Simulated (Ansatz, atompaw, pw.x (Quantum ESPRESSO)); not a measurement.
Which H potential is closest to all-electron in the bcc crystal?

All use PBEsol, scalar-relativistic, no spin, cutoffs from each file’s atomic test, pw.x 7.5; 18³ k-points, Fermi–Dirac smearing 0.01 Ry. Δ is the rms difference from all-electron LAPW of the E(V) curves that follow from fits to the pressures, over ±6 % in volume. Mesh and smearing are coarse and serve the comparison alone. The files are a selection: those with a ghost or negative overlap were mostly not run, and those with noisy or unconverged pressures or nearly equal Δ are left out.

All-electron: a0 = 1.799 Å (V0 = 2.91 Å³/atom), B0 = 114.0 GPa.

**Question.** Rank them by Δ, smallest first.
A. PAW, atompaw 4.2.0.5, PBEsol; core none, reference 1s1; waves: 1s (bound): rc 1.35 bohr; 1s channel at 3.3 Ry: rc 1.35 bohr; 2p channel at 0.1 Ry: rc 1.35 bohr; 2p channel at 0.85 Ry: rc 1.35 bohr; local part: troulliermartins scheme with l = 2 at 0 Ry, radius 1.10 bohr; core correction: none; augmentation: besselshape compensation charge, radius 1.30 bohr; PAW radius 1.35 bohr; waves and projectors: custom polynom2 7 10 vanderbiltortho.
B. PAW, atompaw 4.2.0.5, PBEsol; core none, reference 1s1; waves: 1s (bound): rc 1.15 bohr; 1s channel at 3.5 Ry: rc 1.30 bohr; 2p channel at 0.15 Ry: rc 1.30 bohr; 2p channel at 1.8 Ry: rc 1.30 bohr; local part: bessel scheme, radius 0.90 bohr; core correction: none; augmentation: gaussian compensation charge, radius 1.30 bohr; PAW radius 1.30 bohr; waves and projectors: modrrkj vanderbiltortho.
C. PAW, atompaw 4.2.0.5, PBEsol; core none, reference 1s1; waves: 1s (bound): rc 1.20 bohr; 1s channel at 0.35 Ry: rc 1.20 bohr; 2p channel at 0.5 Ry: rc 1.20 bohr; local part: troulliermartins scheme with l = 2 at 0 Ry, radius 1.10 bohr; core correction: none; augmentation: sinc compensation charge, radius 1.20 bohr; PAW radius 1.20 bohr; waves and projectors: custom polynom2 7 10 vanderbiltortho.

**Answer.** A (0.0 meV/atom), C (0.6 meV/atom), B (1.8 meV/atom).
